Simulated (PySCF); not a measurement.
**Computed and published core binding energies of `O=[O+][O-]`**

What was measured (core binding energies): O 1s of O1/O3 541.75 eV [1]; O 1s of O2 (atom 2) 546.44 eV [1]. Sources and the comparison follow the method.

Compound: O3.
Cartesian coordinates in Å at the GFN2-xTB level; atoms count from 1:
```xyz
3
O3 angstrom
O     -1.062   -0.239   -0.003
O     -0.009    0.409   -0.011
O      1.082   -0.172    0.001
```

Theory: delta-SCF UKS SCAN, pcX-2 on the ionised atom, pcseg-1 elsewhere, spin-free X2C in PySCF. Binding energies are ΔSCF values: E(core-ionised, relaxed orbitals) − E(ground state) at a fixed geometry, referred to the vacuum level.

| atom | environment | level | this calculation (eV) | reference (eV) | difference (eV) | source |
| --- | --- | --- | --- | --- | --- | --- |
| O1/O3 | oxygen bonded to O | O 1s | 541.56 | 541.75 | -0.19 | [1] |
| O2 | oxygen bonded to 2 O | O 1s | 547.16 | 546.44 | +0.72 | [1] |

[1] measured, gas; CORE65 (Golze, Keller, Rinke, J. Phys. Chem. Lett. 2020, 11, 1840), as tabulated in Jana, Herbert, J. Chem. Phys. 2023, 158, 094111, SI

Question: How far is it from the measured entries?

Answer: Over the 2 different measured values (2 distinct lines) the mean signed difference is +0.26 eV, the mean unsigned one 0.45 eV and the largest 0.72 eV. The calculation is vertical and has no vibrational structure, and measured positions depend on the energy calibration.

Lowest listed O 1s: O1/O3, bonded to O. Highest, 5.60 eV above it: O2, bonded to 2 O.

Atoms equivalent by their bonding share one computed value, that of the first of them. Spin contamination (⟨S²⟩ against 0.75 for a pure doublet) is marked for O 1s of O1/O3 (0.96), which makes this value less certain. Isolated species at its GFN2-xTB geometry, gas phase.
